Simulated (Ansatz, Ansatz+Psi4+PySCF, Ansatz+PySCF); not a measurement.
```xyz
9

C    -1.1295   -0.8721   -0.0001
C    -0.0859    0.1194   -0.0003
C     1.3588   -0.3558   -0.0001
H    -2.1587   -0.5357    0.0011
H    -0.9185   -1.9353   -0.0005
O    -0.3668    1.3195    0.0000
H     2.0212    0.5084   -0.0144
H     1.5677   -0.9579    0.8895
H     1.5616   -0.9840   -0.8727
```

Basis set: cc-pVTZ (spherical functions). Correlated methods keep 4 orbitals frozen. Correlation on ROHF uses semicanonical orbitals with singles. Charge 0, multiplicity 2.

Computed with Ansatz (development build ahead of 0.2.0); each method stands on the lowest determinant of its kind that the runs found.

(1) Give the atomization energy at this shape (free ground-state atoms in the same class of orbitals less the molecule, no zero-point energy) of doublet C3H5O by ROHF-MP2, UHF-MP2, ROHF, UHF.

Results:

(1)

| method | atomization energy |
| --- | --- |
| ROHF-MP2 | 37.63 eV |
| UHF-MP2 | 37.32 eV |
| ROHF | 28.21 eV |
| UHF | 27.97 eV |

Caution for ROHF-MP2, UHF-MP2: forces differ strongly between restricted and unrestricted references. Caution for UHF-MP2, UHF: the unrestricted determinant is spin contaminated.
